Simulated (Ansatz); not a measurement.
We consider body-centred tetragonal In, described by r²SCAN in Ansatz (PAW).

Numerical settings: plane-wave cutoff 560 eV, 24×24×24 k mesh, Fermi–Dirac smearing 0.05 eV, scalar-relativistic PAW data made under PBE.

The cell is scaled about its equilibrium volume:

Shape and atoms are relaxed at each volume.

```
V (Å³/atom)  P (GPa)  c (Å)  a (Å)
-----------  -------  -----  -----
25.223          1.90  4.910  3.205
25.748          0.88  4.953  3.225
26.274         -0.02  4.986  3.246
26.799         -0.81  5.025  3.266
27.325         -1.51  5.063  3.286
```

Ansatz is a first-principles code.
